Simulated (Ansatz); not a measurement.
This geometry of C2H8N2 (12 atoms, charge 0, multiplicity 1) is a first-order saddle point.

All numbers below come from RKS r2SCAN-D4/6-31G* (Ansatz).

```xyz
12
Properties=species:S:1:pos:R:3
C -1.553 0.254 -0.133
C -0.089 0.646 -0.290
N 0.795 -0.012 0.700
N 1.640 -0.996 -0.031
H -1.912 0.488 0.878
H -2.191 0.795 -0.843
H -1.682 -0.822 -0.307
H 0.257 0.373 -1.296
H 0.024 1.735 -0.184
H 0.187 -0.623 1.250
H 2.348 -0.397 -0.467
H 2.176 -1.440 0.723
```

Which two structures does it join? (They come from a converged band through this point; their orientation in space is the band's.)

No bond is made or broken. The dihedral C1–C2–N3–H10 goes from -52 to 62°.

Image 0:

```xyz
12
Properties=species:S:1:pos:R:3
C -1.388 0.098 -0.240
C -0.042 0.824 -0.207
N 1.004 0.213 0.621
N 1.205 -1.181 0.146
H -1.841 0.080 0.760
H -2.089 0.603 -0.917
H -1.258 -0.937 -0.570
H 0.365 0.914 -1.226
H -0.164 1.849 0.169
H 0.576 0.070 1.541
H 1.627 -1.040 -0.779
H 2.006 -1.494 0.703
```

Image 6:

```xyz
12
Properties=species:S:1:pos:R:3
C -1.623 0.387 -0.092
C -0.128 0.373 -0.379
N 0.554 -0.497 0.582
N 1.954 -0.650 0.116
H -1.811 0.690 0.944
H -2.139 1.084 -0.762
H -2.063 -0.608 -0.243
H 0.075 0.072 -1.424
H 0.282 1.387 -0.253
H 0.168 -1.431 0.419
H 2.321 0.305 0.184
H 2.410 -1.114 0.907
```

How far does it lie above each of them?

14.7 kJ/mol above the first and 16.0 kJ/mol above the second. This is the barrier of this one path; another mechanism may lie lower.

Time of the run: 2.7 min on 1 thread of Arm Neoverse V2, with other jobs on the host, peak memory 0.17 GiB.
